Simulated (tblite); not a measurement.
Species: C₄H₁₀S (charge +1 and doublet state).
Atom-mapped SMILES: `[CH3:1][CH2:2][C@H:3]([CH3:4])[SH+:5]` (hydrogens: H6, H7, H8 on C1; H9, H10 on C2; H11 on C3; H12, H13, H14 on C4; H15 on S5)

Computed with GFN2-xTB (tblite), gas phase: L-BFGS steps from a force-field or distance-geometry start until the largest atomic force falls under 0.01 eV/Å.

Step 35: E = -446.7811 eV
```
atom  x, y, z in Å  |  force x, y, z in eV/Å
C1      2.0623    0.0037    0.1369    0.015   0.003  -0.009
C2      0.7094   -0.6605   -0.0085   -0.010   0.021   0.006
C3     -0.4921    0.2823    0.1770    0.005  -0.062   0.044
C4     -1.8517   -0.3669    0.0339    0.014  -0.001  -0.027
S5     -0.3196    1.7921   -0.8122    0.054   0.062  -0.019
H6      2.8512   -0.7233   -0.0539   -0.009  -0.017   0.014
H7      2.2213    0.3661    1.1521    0.008   0.004   0.009
H8      2.1966    0.8324   -0.5549   -0.041  -0.004  -0.023
H9      0.6376   -1.1000   -1.0102   -0.043   0.012   0.031
H10     0.6186   -1.4754    0.7132   -0.022   0.016  -0.012
H11    -0.3939    0.6737    1.2043   -0.007  -0.008   0.003
H12    -1.9750   -1.1560    0.7719    0.052  -0.028   0.004
H13    -2.6586    0.3483    0.1802   -0.026   0.001   0.044
H14    -1.9744   -0.8097   -0.9527    0.013  -0.025  -0.032
H15    -1.6361    2.0012   -0.9989   -0.002   0.027  -0.034
```

Step 36: E = -446.7819 eV
```
atom  x, y, z in Å  |  force x, y, z in eV/Å
C1      2.0644    0.0027    0.1356   -0.001  -0.004  -0.008
C2      0.7095   -0.6582   -0.0050   -0.026   0.022   0.004
C3     -0.4921    0.2853    0.1806    0.012  -0.071   0.046
C4     -1.8495   -0.3672    0.0326    0.009   0.011  -0.027
S5     -0.3216    1.7969   -0.8065    0.043   0.058  -0.016
H6      2.8496   -0.7283   -0.0582   -0.013   0.004   0.013
H7      2.2282    0.3640    1.1506    0.009   0.006   0.001
H8      2.1953    0.8320   -0.5566   -0.028  -0.016  -0.012
H9      0.6337   -1.0981   -1.0066   -0.039   0.013   0.035
H10     0.6172   -1.4734    0.7164   -0.013   0.021  -0.010
H11    -0.3996    0.6753    1.2092    0.010  -0.013  -0.005
H12    -1.9736   -1.1582    0.7683    0.058  -0.038  -0.003
H13    -2.6569    0.3459    0.1813   -0.046   0.016   0.046
H14    -1.9705   -0.8041   -0.9565    0.014  -0.038  -0.031
H15    -1.6385    1.9934   -1.0072    0.011   0.030  -0.034
```

Step 37: E = -446.7830 eV
```
atom  x, y, z in Å  |  force x, y, z in eV/Å
C1      2.0669    0.0012    0.1338   -0.030  -0.012  -0.004
C2      0.7092   -0.6548   -0.0002   -0.042   0.013   0.002
C3     -0.4918    0.2883    0.1858    0.013  -0.040   0.026
C4     -1.8464   -0.3677    0.0306   -0.004   0.020  -0.016
S5     -0.3222    1.8044   -0.7991    0.014   0.027   0.003
H6      2.8473   -0.7346   -0.0632   -0.017   0.031   0.011
H7      2.2364    0.3617    1.1486    0.014   0.012  -0.015
H8      2.1918    0.8308   -0.5600   -0.003  -0.029   0.006
H9      0.6280   -1.0951   -1.0011   -0.032   0.010   0.025
H10     0.6142   -1.4709    0.7195    0.004   0.020   0.004
H11    -0.4086    0.6783    1.2152    0.035  -0.019  -0.010
H12    -1.9692   -1.1619    0.7634    0.060  -0.044  -0.020
H13    -2.6555    0.3422    0.1846   -0.054   0.019   0.036
H14    -1.9650   -0.7983   -0.9617    0.010  -0.042  -0.017
H15    -1.6395    1.9843   -1.0182    0.034   0.034  -0.032
```

Problem. Estimate the geometry and energy of step 38. (The exact step hangs on the optimiser's Hessian estimate; all steps are aligned on step 37, rigid shifts and turns removed.)

Solution. E = -446.7837 eV, largest force 0.074 eV/Å
```
atom  x, y, z in Å  |  force x, y, z in eV/Å
C1      2.0673    0.0005    0.1331   -0.046  -0.013   0.001
C2      0.7084   -0.6530    0.0019   -0.042  -0.001   0.003
C3     -0.4915    0.2890    0.1878    0.000   0.006   0.000
C4     -1.8448   -0.3685    0.0295   -0.014   0.018  -0.001
S5     -0.3203    1.8082   -0.7968    0.002  -0.003   0.023
H6      2.8460   -0.7370   -0.0637   -0.016   0.038   0.006
H7      2.2385    0.3617    1.1476    0.015   0.017  -0.024
H8      2.1884    0.8293   -0.5626    0.016  -0.030   0.016
H9      0.6246   -1.0931   -0.9985   -0.026   0.003   0.008
H10     0.6114   -1.4701    0.7196    0.014   0.012   0.020
H11    -0.4135    0.6802    1.2170    0.047  -0.019  -0.006
H12    -1.9639   -1.1645    0.7616    0.052  -0.040  -0.035
H13    -2.6556    0.3393    0.1882   -0.042   0.007   0.021
H14    -1.9624   -0.7977   -0.9640    0.006  -0.030  -0.001
H15    -1.6371    1.9835   -1.0225    0.035   0.036  -0.032
```

The energy changes by -0.0007 eV. The first-order estimate −F·Δx gives -0.0010 eV and the mean of the old and new forces, exact on a quadratic surface, -0.0007 eV. The step makes an angle of 68° with the force vector and moves no atom by more than 0.006 Å.

What follows is the cost of the whole relaxation. Hardware: one thread, Intel Xeon Platinum 8488C (x86_64), no GPU (shared host). Cost: 0.58 s.
